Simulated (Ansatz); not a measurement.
Band gap (eV) of solids drawn from the class of tetrahedrally bonded semiconductors and semimetals, at two levels: PBE in Ansatz (PAW), and dielectric-dependent PBE hybrid (Ansatz, an electronic-structure program, plane waves, PAW).

```json
[
 {"solid": "zinc-blende AlAs", "PBE": "1.45", "dielectric-dependent PBE hybrid": "1.98", "shift (eV)": "+0.53"},
 {"solid": "zinc-blende CuCl", "PBE": "0.54", "dielectric-dependent PBE hybrid": "2.46", "shift (eV)": "+1.92"},
 {"solid": "zinc-blende GaP", "PBE": "1.59", "dielectric-dependent PBE hybrid": "2.09", "shift (eV)": "+0.50"},
 {"solid": "zinc-blende CdTe", "PBE": "0.77", "dielectric-dependent PBE hybrid": "1.41", "shift (eV)": "+0.64"},
 {"solid": "cubic BN", "PBE": "4.47", "dielectric-dependent PBE hybrid": "6.27", "shift (eV)": "+1.80"},
 {"solid": "zinc-blende GaAs", "PBE": "0.52", "dielectric-dependent PBE hybrid": "0.91", "shift (eV)": "+0.39"},
 {"solid": "zinc-blende GaSb", "PBE": "0.11", "dielectric-dependent PBE hybrid": "0.36", "shift (eV)": "+0.25"},
 {"solid": "zinc-blende ZnS", "PBE": "2.10", "dielectric-dependent PBE hybrid": "3.35", "shift (eV)": "+1.25"},
 {"solid": "zinc-blende ZnSe", "PBE": "1.29", "dielectric-dependent PBE hybrid": "2.22", "shift (eV)": "+0.93"},
 {"solid": "zinc-blende AgI (metastable phase)", "PBE": "1.34", "dielectric-dependent PBE hybrid": "2.69", "shift (eV)": "+1.35"}
]
```

The shifts run from +0.25 eV to +1.92 eV, with a median of +0.79 eV.

Of 10 rows, dielectric-dependent PBE hybrid is the larger in 10 and the smaller in 0.

Ansatz's runs of these crystals have no spin polarisation.

Density-functional gaps are differences of (generalised) Kohn–Sham levels.

Spin–orbit coupling is included only where a level's name says +SOC; with heavier elements it mostly lowers gaps and can invert bands. Cells: PBE at the measured cell; dielectric-dependent PBE hybrid at the measured cell. Ansatz's density-functional and Hartree–Fock values are scalar-relativistic unless marked +SOC, with PAW data made under PBE.
